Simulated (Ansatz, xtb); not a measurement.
# FH2NSi: which of two isomers lies lower

Structure a: `N[Si]F`, a singlet. Structure b: `[H]/N=[SiH]\F`, a singlet. Both are isolated molecules in the gas phase, relaxed with PBE0-D3(BJ)/pcseg-1; the shapes shown needn't be the lowest conformers.

a (Å):

```yaml
atoms:
  - { symbol: F, position_ang: [-0.9318, -0.1835, -0.8155] }
  - { symbol: N, position_ang: [0.5146, 1.0334, 0.8639] }
  - { symbol: Si, position_ang: [-1.1419, 0.7331, 0.5465] }
  - { symbol: H, position_ang: [1.2862, 0.6878, 0.2987] }
  - { symbol: H, position_ang: [0.8271, 1.5871, 1.6541] }
```

b (Å):

| atom | x (Å) | y (Å) | z (Å) |
| --- | --- | --- | --- |
| F | -1.7059 | -0.7816 | 0.2024 |
| N | 0.3107 | -0.8800 | 2.3064 |
| Si | -0.2510 | -0.5369 | 0.8760 |
| H | -0.1454 | -1.3290 | 3.0912 |
| H | 0.5798 | 0.1259 | -0.1387 |

Estimate E(b) − E(a) at the level CCSD(T)/def2-TZVPP.

Calculated at CCSD(T)/def2-TZVPP: E(b) − E(a) = +23.0 kcal/mol, so structure a lies lower.

The same difference at several levels:

| level | geometry | E(b) − E(a) (kcal/mol) | departure from the last row (kcal/mol) | job, with rough time for the two |
| --- | --- | --- | --- | --- |
| GFN2-xTB | GFN2-xTB | −11.8 | −34.9 | optimisation, 0.13 s |
| HF/STO-3G | GFN2-xTB | +61.4 | +38.3 | single point, 0.2 s |
| r2SCAN-D4/def2-SVP | GFN2-xTB | +24.3 | +1.2 | single point, 1.5 s |
| PBE0-D3(BJ)/pcseg-1 | PBE0-D3(BJ)/pcseg-1 | +25.5 | +2.5 | optimisation, 13 s |
| HF/def2-TZVPP | PBE0-D3(BJ)/pcseg-1 | +27.3 | +4.2 | part of the CCSD(T) run |
| MP2/def2-TZVPP | PBE0-D3(BJ)/pcseg-1 | +20.0 | −3.0 | part of the CCSD(T) run |
| CCSD(T)/def2-TZVPP | PBE0-D3(BJ)/pcseg-1 | +23.0 |  | single point, 28 s |

As drawn, b has 1 N=Si, 1 Si–H in place of 1 N–Si, 1 N–H.

GFN2-xTB puts the two in the other order. The largest departure from CCSD(T)/def2-TZVPP is that of HF/STO-3G, 38.3 kcal/mol.

With harmonic frequencies from PBE0-D3(BJ)/pcseg-1 (ideal gas, rigid rotor, one conformer each, 1000 K, 1 atm): on the last row, ΔE + ΔZPE = +20.9, ΔH = +21.3, ΔG = +21.0 kcal/mol.

The correlated steps freeze 7 core orbitals. Codes used: Ansatz 0.2.0, xtb 6.7.1; the last row on 1 thread of Intel(R) Xeon(R) Platinum 8488C (Sapphire Rapids) on a shared host.
